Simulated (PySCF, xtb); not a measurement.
CH₃Cl, SMILES CCl.

Harmonic wavenumbers (cm⁻¹) from GFN2-xTB run with xtb 6.7.1 at its own minimum, in rising order: 711, 1000, 1000, 1315, 1441, 1441, 3031, 3044, 3045.

### Question
What does ωB97X-D3(BJ)/def2-TZVP run with PySCF give at its own minimum? (An estimate is asked for; the answer gives what the named calculation found.)

### Answer
766, 1042, 1042, 1400, 1493, 1493, 3099, 3199, 3199. Paired by order, the mean absolute difference is 78 cm⁻¹ and the zero-point energies are 22.9 and 23.9 kcal/mol.
